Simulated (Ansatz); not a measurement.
# Omega Hf (model structure)

These are PBEsol (Ansatz, a quantum-chemistry and plane-wave program, plane waves, PAW) values and carry that method's errors.

Settings: plane-wave cutoff 500 eV, 18×18×24 k mesh (along the axes of the cell as run), Fermi–Dirac smearing 0.1 eV, scalar-relativistic PAW data made under PBE.

Cell (relaxed at this level):

```cif
data_Hf3
_chemical_formula_sum 'Hf3'
_space_group_name_H-M_alt 'P 1'
_space_group_IT_number 1
_cell_length_a 4.92044
_cell_length_b 4.92044
_cell_length_c 3.06202
_cell_angle_alpha 90.000
_cell_angle_beta 90.000
_cell_angle_gamma 120.000
loop_
_space_group_symop_operation_xyz
  'x, y, z'
loop_
_atom_site_label
_atom_site_type_symbol
_atom_site_fract_x
_atom_site_fract_y
_atom_site_fract_z
_atom_site_occupancy
Hf1 Hf 0.00000 0.00000 0.00000 1
Hf2 Hf 0.33333 0.66667 0.50000 1
Hf3 Hf 0.66667 0.33333 0.50000 1
```

```yaml
band_gap: zero (no gap)
```

Note: the relaxation could raise the start's symmetry but not lower it, so the cell can be a saddle point.

Spin–orbit coupling is not included.

The computed numbers hold no vibrational or temperature effects.

Computing time: around 10 core-minutes (rough).

A model structure was made by putting elements into a prototype or built by hand; it is no filed structure, need not be a known phase, and can be a saddle point held by its symmetry.
